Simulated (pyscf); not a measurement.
Single points on ωB97X-D3(BJ)/def2-SVP structures (PySCF, gas phase).

SMILES: [W]([F])([F])([F])([F])([F])[SeH]
```xyz
8

F     -0.7215     1.6298    -2.4196
W     -0.3112     0.5244    -0.9688
F     -0.7593    -0.8493    -2.1219
F      0.4541     2.0500    -0.2595
F     -2.0370     0.8828    -0.4024
F      1.4145    -0.1063    -1.1130
Se    -0.4711    -0.7492     1.1263
H      0.8936    -1.2869     1.0804
```
Charge 0, spin multiplicity 1.

Question: List the bond dissociation enthalpies at 298 K of F–W(F)(F)(F)(F)–SeH from ωB97M-D3(BJ)/def2-TZVP, from the weakest bond up.

Answer: Se–W to [F–W(F)(F)(F)–F]• + SeH•: 165.6 kJ/mol; H–Se to [F–W(F)(F)(F)(F)–Se]• + H•: 324.1 kJ/mol; F–W to F• + [F–W(F)(F)(F)–SeH]•: 380.2 kJ/mol. Ring and multiple bonds, and those that leave no two simple radicals, are not listed. The radicals are drawn with the spin at the cut bond; how far it spreads was not checked. Other isomers of [F–W(F)(F)(F)–SeH]•, [F–W(F)(F)(F)(F)–Se]• were not searched in full and may lie lower. Left out: the spin-orbit lowering of F, SeH, which is large for Br, Se, Te and I. Open-shell species with a d-block atom are single-reference here; other states, and whether the spin sits on metal or ligand, were not checked. Elements up to Kr have no core potential and no relativistic terms here. Elements past Kr carry the def2 core potentials, without spin-orbit coupling.
